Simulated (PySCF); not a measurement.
SiH₄, SMILES [SiH4]. Atoms are numbered in the order given.

```xyz
5

Si     0.0000     0.0000     0.0000
H      0.8559    -0.8559    -0.8559
H     -0.8559    -0.8559     0.8559
H     -0.8559     0.8559    -0.8559
H      0.8559     0.8559     0.8559
```
Charge 0, spin multiplicity 1.

Geometry: ωB97X-D3(BJ)/def2-TZVPD. The isomer is the one that the SMILES or the coordinates give; other isomers of the formula were not compared.

These are TDA-ωB97X/def2-TZVPD run with PySCF values and carry that method's errors.

Vertical excitations; the highest root listed may be one member of a degenerate set.  State labels are in the subgroup D2.

```
state  symmetry  energy (eV)  λ (nm)      f                                                  main pairs
-----  --------  -----------  ------  -----  ----------------------------------------------------------
S1           B2         9.27     134  0.000                 HOMO−1→LUMO+1, HOMO→LUMO+3 (degenerate set)
S2           B3         9.27     134  0.000                 HOMO−2→LUMO+1, HOMO→LUMO+2 (degenerate set)
S3           B1         9.27     134  0.000               HOMO−1→LUMO+2, HOMO−2→LUMO+3 (degenerate set)
S4            A         9.54     130  0.000  HOMO→LUMO+1, HOMO−1→LUMO+3, HOMO−2→LUMO+2 (degenerate set)
S5            A         9.54     130  0.000               HOMO−2→LUMO+2, HOMO−1→LUMO+3 (degenerate set)
S6           B1         9.60     129  0.222                                  HOMO→LUMO (degenerate set)
S7           B2         9.60     129  0.222                                HOMO−2→LUMO (degenerate set)
S8           B3         9.60     129  0.222                                HOMO−1→LUMO (degenerate set)
S9            A        10.21     121  0.000    HOMO−2→LUMO+2 32 %, HOMO−1→LUMO+3 32 %, HOMO→LUMO+1 32 %
S10          B3        10.49     118  0.290    HOMO→LUMO+2 37 %, HOMO−2→LUMO+1 37 %, HOMO−1→LUMO+4 12 %
T1           B2         8.93     139      0                 HOMO−1→LUMO+1, HOMO→LUMO+3 (degenerate set)
T2           B3         8.93     139      0                 HOMO−2→LUMO+1, HOMO→LUMO+2 (degenerate set)
T3           B1         8.93     139      0               HOMO−1→LUMO+2, HOMO−2→LUMO+3 (degenerate set)
T4           B3         8.94     139      0      HOMO→LUMO+2 35 %, HOMO−2→LUMO+1 35 %, HOMO−1→LUMO 14 %
```
Triplets are in the Tamm–Dancoff approximation.
